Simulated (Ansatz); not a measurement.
How far a parabola holds: energy against volume of antifluorite Mg2Sn

Antifluorite Mg2Sn was calculated with PBE in Ansatz (PAW). Run with plane-wave cutoff 520 eV, 10×10×10 k mesh, Fermi–Dirac smearing 0.01 eV, scalar-relativistic PAW data made under PBE. The cell has no free parameter but its volume, all volumes share cutoff and mesh, and the runs aren't spin-polarised. Energies are free energies at the run's smearing, counted from the lowest row; static lattice.

| V (Å³/atom) | E (meV/atom) |
|---|---|
| 25.330 | 5.70 |
| 25.857 | 1.37 |
| 26.385 | 0.00 |
| 26.913 | 1.28 |
| 27.441 | 4.94 |
| 27.968 | ? |

Question: Fit E against V with a parabola, and predict the withheld value at V = 27.968.

Answer: With u = V - 26.4, the rows have u = -1.0700, -0.5430, -0.0150, 0.5130, 1.0410. Least squares gives E = -0.008 - 0.1655·u + 4.7785·u². Residuals (row less fit): 0.060, -0.121, 0.004, 0.115, -0.058; standard error 0.132 (degrees of freedom: 2). The fitted curve has its minimum at V = 26.4, where E = -0.01. Its curvature is d²E/dV² = 2 × 4.7785 meV/Å⁶, so B = V0·d²E/dV² × 0.1602 = 40.5 GPa. At the withheld row, u = 1.5680, so E = -0.008 - 0.1655 × 1.5680 + 4.7785 × 1.5680² = 11.481 meV/atom. The calculation gives 10.79 meV/atom, 0.691 meV/atom below the prediction (6.4 % of the range of E in the table). The row lies outside the fitted rows, so this is an extrapolation. From the scatter of the fitted rows alone, a prediction at this place has a standard error of 0.312 meV/atom, so the miss is 2.2 times that.

The residuals are curvature that a parabola lacks, not noise. A solid that stiffens under compression and softens on expansion lies above the parabola at the compressed end and under it at the expanded end, as this row does. A third-order Birch-Murnaghan fit to the whole scan has B0 = 40.4 GPa. Only scans are tabulated whose curvature falls smoothly with volume, and where the parabola meets the shown rows within 5 % of their range and misses the end by 0.1 meV or more.

Note: this level leaves the solid without a gap, although one is measured.

Spin–orbit coupling is not included.

Ansatz is a first-principles code.
